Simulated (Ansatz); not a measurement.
Results of BLYP (PAW; Ansatz, a quantum-chemistry and plane-wave program) for bcc Li.

Input file:

Ansatz 0.2 input:
```yaml
crystal:
  lattice:
    - [-1.6882262259, 1.6882262259, 1.6882262259]
    - [1.6882262259, -1.6882262259, 1.6882262259]
    - [1.6882262259, 1.6882262259, -1.6882262259]
  atoms:
    - { symbol: Li, position: [0.0, 0.0, 0.0] }
basis:
  ecutwfc: 520
  ecutrho_ratio: 4
  xc_grid: 2
kpoints:
  mp_grid: { grid: [22, 22, 22] }
hamiltonian:
  xc: blyp
  dispersion: none
  pseudopotentials: { kind: paw }
scf:
  occupations: { method: fermi_dirac, width: 0.05 }
  convergence: { dr2_threshold: 0.0000000001 }
output:
  forces: false
  stress: true
  eigenvalues: true
```

Task: How many irreducible k-points, plane waves at Γ does the program set up, and what pressure does the run end with?

Result: 328 irreducible k-points, 531 plane waves at Γ; P = 0.60 GPa, so the cell is compressed on average and its volume would grow at this level.

Excerpt of the program's output:

```
Crystal: 1 atoms, lattice volume = 19.247 Å³
Basis set: ecut = 520 eV, 531 PW (Γ), exchange–correlation on 48×48×48 points (8 copies of the dense FFT grid, shifted against one another)
Bands: 6, of which v1, the nominal top of the filled ones, is band 2 counted from 1 (1 counted from 0)
Symmetry: 48 space group operations
Space group: Im-3m (ITA 229), of the structure as read, at distance tolerance 2.7e-5 Å
k-points: 328 of 10648
Functional: x = b88, c = lyp
SCF iter   1: F=—  HF=-204.938634 eV  |F-HF|=—  |Δ(HF+E_count)|=         —  Δρ=6.87e-4  dr2=9.00e-5
SCF iter   2: F=—  HF=-204.938645 eV  |F-HF|=—  |Δ(HF+E_count)|=   1.04e-5  Δρ=3.37e-4  dr2=2.07e-5
  ...
SCF iter   5: F=—  HF=-204.938673 eV  |F-HF|=—  |Δ(HF+E_count)|=   2.54e-8  Δρ=9.80e-7  dr2=1.33e-10
SCF iter   6: F=-204.938673 eV  HF=-204.938673 eV  |F-HF|=4.15e-12  |Δ(HF+E_count)|=   1.21e-9  Δρ=7.21e-8  dr2=8.61e-13
SCF 1 converged in 6 iterations: F = -204.938673 eV  dr2 = 8.61e-13
SCF converged after 6 iterations
Free energy (F): -204.938673 eV
Internal energy: -204.934787 eV  (E = F + TS)
E sigma→0 (E₀):  -204.936730 eV
Fermi energy:    1.617164 eV
--- Stress (GPa, compression-positive) ---
        0.597652      -0.000000       0.000000
       -0.000000       0.597652       0.000000
        0.000000      -0.000000       0.597652
  P = ⅓ Tr σ = 0.5977 GPa (5.977 kbar)
```

The cell is one volume of an energy–volume scan, off the minimum.

The PAW data were made under PBE.
